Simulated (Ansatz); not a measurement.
Isomers of C$_{3}$H$_{10}$Si, relaxed with PBE0-D4/def2-TZVP in Ansatz; electronic energies, one conformer each and not always the lowest. Functionals use def2-TZVPP; CBS adds triple-zeta CCSD(T) − MP2 to the MP2 limit of def2-TZVPP and def2-QZVPP.

Problem. Order them by energy at frozen-core CCSD(T)/CBS, lowest first. (Best estimate.)
A. `CC[SiH2]C`
B. `C[SiH](C)C`
C. `CC(C)[SiH3]`

Solution. B (0.0 kcal/mol), A (13.1 kcal/mol), C (23.6 kcal/mol).

Problem. How do B3LYP-D4, PBE-D4, ωB97M-V, HF/CBS(def2) place them (kcal/mol, against `C[SiH](C)C`)? (Best estimate.)

Solution. Ansatz gave: 
```tsv
isomer	B3LYP-D4	PBE-D4	ωB97M-V	HF/CBS(def2)
`CC[SiH2]C`	12.9	13.0	13.4	12.0
`CC(C)[SiH3]`	23.7	23.7	24.4	22.7
```

B3LYP here is the variant with VWN-RPA as its local correlation; programs differ in this.
